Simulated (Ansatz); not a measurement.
**[OH···H···H], doublet along the distance O1-H3**

Starting geometry:

```json
{"atom": "O", "x (Å)": "-0.1533", "y (Å)": "-0.0491", "z (Å)": "0.0000"}
{"atom": "H", "x (Å)": "-0.4027", "y (Å)": "0.8775", "z (Å)": "0.0000"}
{"atom": "H", "x (Å)": "0.8062", "y (Å)": "-0.0491", "z (Å)": "0.0000"}
{"atom": "H", "x (Å)": "2.0307", "y (Å)": "-0.0491", "z (Å)": "0.0000"}
```

From there H3 is moved from one fragment to the other while all else, the fragments' distance too, stays fixed, so the hump isn't the reaction's barrier; atoms are numbered as listed. Energies are in kJ/mol, counted from the starting geometry at the same level.

Basis 6-31G; Ansatz 0.2.0. Only valence electrons are correlated (noble-gas cores frozen). Prefix R: restricted or restricted open-shell reference; prefix U: unrestricted. Active spaces: valence = (9e, 7o) chosen from the atoms' valence shells.

Runs in a small pair space aren't shown, since their orbitals change along the scan.

Full CI is exact within this basis and frozen core; it isn't the basis-set limit. The frozen core follows each run's orbitals, which can shift R against U totals by a few meV.

| distance O1-H3 (Å) | full CI | unpaired electrons (full CI) | error UMP2 | error RCCSD(T) | error UCCSD(T) | error NEVPT2 (valence space) | error MRCISD (valence space) | error MRCISD+Q(relaxed) (valence space) |
| --- | --- | --- | --- | --- | --- | --- | --- | --- |
| 0.892 | 18.2 | 1.01 | -1.3 | -0.2 | -0.1 | -0.2 | -0.4 | 0.0 |
| 0.960 | 0.0 | 1.02 | 0.0 | 0.0 | 0.0 | 0.0 | 0.0 | 0.0 |
| 1.028 | 2.9 | 1.02 | 2.8 | 0.2 | 0.1 | 0.7 | 0.4 | 0.0 |
| 1.097 | 15.5 | 1.02 | 8.8 | 0.4 | 0.3 | 1.9 | 0.6 | 0.0 |
| 1.165 | 28.1 | 1.03 | 18.7 | 0.6 | 0.4 | 3.5 | 0.8 | 0.0 |
| 1.234 | 34.6 | 1.03 | 27.6 | 0.4 | 0.3 | 5.4 | 1.1 | 0.1 |
| 1.302 | 32.7 | 1.03 | 30.0 | 0.1 | 0.1 | 7.3 | 1.2 | 0.3 |
| 1.371 | 25.8 | 1.02 | 28.3 | -0.2 | -0.2 | 9.0 | 1.1 | 0.4 |
| 1.439 | 21.1 | 1.02 | 25.7 | -0.4 | -0.3 | 10.5 | 0.8 | 0.4 |

Unpaired electrons are Σ n²(2−n)² over natural occupations. Errors are those of relative energies. In total energy the starting point itself misses full CI by: UMP2 23.3, RCCSD(T) 1.5, UCCSD(T) 1.5, NEVPT2 (valence space) 29.4, MRCISD (valence space) 7.9, MRCISD+Q(relaxed) (valence space) 0.5 kJ/mol.

Spread of the error over the points with a reference, to 1.439 Å (largest less smallest): MRCISD+Q(relaxed) (valence space) 0.4, UCCSD(T) 0.7, RCCSD(T) 1.0, MRCISD (valence space) 1.6, NEVPT2 (valence space) 10.7, UMP2 31.4 kJ/mol.
